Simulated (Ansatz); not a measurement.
Steps of a relaxation of C2H2N2S (`c1cnsn1`) with RKS PBE0-D4/def2-TZVP.

```sh
$ ansatz run in.yaml --threads 2 --pin off --events-out ev --progress --plain --max-ram 32768MiB --backend cuda --devices 0, --max-vram 18GiB
```

```yaml
crystal:
  periodic: [false, false, false]
  atoms:
    - {symbol: C, position_ang: [-0.565970, 0.590260, 0.097180]}
    - {symbol: C, position_ang: [0.450580, -0.205320, 0.658090]}
    - {symbol: N, position_ang: [0.980930, -1.037310, -0.208850]}
    - {symbol: S, position_ang: [0.250860, -0.836460, -1.641070]}
    - {symbol: N, position_ang: [-0.769460, 0.332610, -1.174420]}
    - {symbol: H, position_ang: [-1.149130, 1.341840, 0.596140]}
    - {symbol: H, position_ang: [0.802190, -0.185620, 1.672920]}
basis:
  gaussian: {orbitals: def2-TZVP}
hamiltonian: {xc: pbe0, dispersion: d4}
relax: {f_tol: 0.005, max_steps: 150}
```

Positions (Å) and forces (eV/Å) along the path, 6 of 6 steps:

```xyz
7
step=1 energy=-15914.0330 eV
C    -0.566    0.590    0.097    0.077   -0.220   -0.402
C     0.451   -0.205    0.658    0.050   -0.201   -0.423
N     0.981   -1.037   -0.209    0.585   -0.548    0.076
S     0.251   -0.836   -1.641   -0.135    0.447    0.866
N    -0.769    0.333   -1.174   -0.512    0.307   -0.538
H    -1.149    1.342    0.596   -0.161    0.209    0.140
H     0.802   -0.186    1.673    0.097    0.007    0.282
7
step=2 energy=-15914.0645 eV
C    -0.568    0.589    0.089    0.071   -0.065    0.016
C     0.455   -0.211    0.653   -0.065    0.040   -0.062
N     0.993   -1.048   -0.204    0.175   -0.191   -0.060
S     0.249   -0.828   -1.626   -0.031    0.090    0.174
N    -0.781    0.341   -1.183   -0.126    0.042   -0.231
H    -1.151    1.344    0.596   -0.028    0.054    0.074
H     0.804   -0.187    1.675    0.003    0.030    0.090
7
step=3 energy=-15914.0669 eV
C    -0.568    0.588    0.087    0.033   -0.012    0.050
C     0.455   -0.212    0.651   -0.040    0.045    0.008
N     0.998   -1.052   -0.204    0.018   -0.036   -0.034
S     0.248   -0.827   -1.623   -0.001    0.012    0.014
N    -0.785    0.343   -1.188   -0.008   -0.016   -0.051
H    -1.150    1.344    0.600    0.013   -0.007    0.014
H     0.802   -0.183    1.677   -0.015    0.014   -0.001
7
step=4 energy=-15914.0671 eV
C    -0.567    0.588    0.087    0.015   -0.015    0.008
C     0.455   -0.212    0.651   -0.019    0.009   -0.009
N     0.998   -1.053   -0.205   -0.001    0.010   -0.011
S     0.248   -0.827   -1.623   -0.009    0.001    0.013
N    -0.785    0.342   -1.189    0.015   -0.005   -0.002
H    -1.148    1.343    0.602    0.005   -0.004    0.003
H     0.799   -0.181    1.677   -0.005    0.004   -0.003
7
step=5 energy=-15914.0671 eV
C    -0.567    0.587    0.087   -0.001    0.005    0.012
C     0.454   -0.212    0.650   -0.002    0.006    0.011
N     0.998   -1.053   -0.205    0.002   -0.006   -0.011
S     0.248   -0.827   -1.623   -0.001    0.003    0.007
N    -0.785    0.343   -1.189    0.001   -0.005   -0.012
H    -1.146    1.342    0.604    0.000   -0.001   -0.004
H     0.798   -0.180    1.677    0.001   -0.002   -0.003
7
step=6 energy=-15914.0671 eV
C    -0.567    0.588    0.087    0.004   -0.003    0.002
C     0.454   -0.212    0.650   -0.004    0.003   -0.002
N     0.998   -1.053   -0.205    0.001   -0.001    0.002
S     0.248   -0.827   -1.623    0.000   -0.001   -0.001
N    -0.785    0.342   -1.189   -0.002    0.002    0.000
H    -1.147    1.342    0.603   -0.001    0.001   -0.001
H     0.798   -0.180    1.677    0.001   -0.001    0.000
```

It took 66 s on 2 threads of an AMD EPYC 7R13 on a shared host and a share of an NVIDIA H100 80 GB, with 0.83 GiB of host memory at the peak.
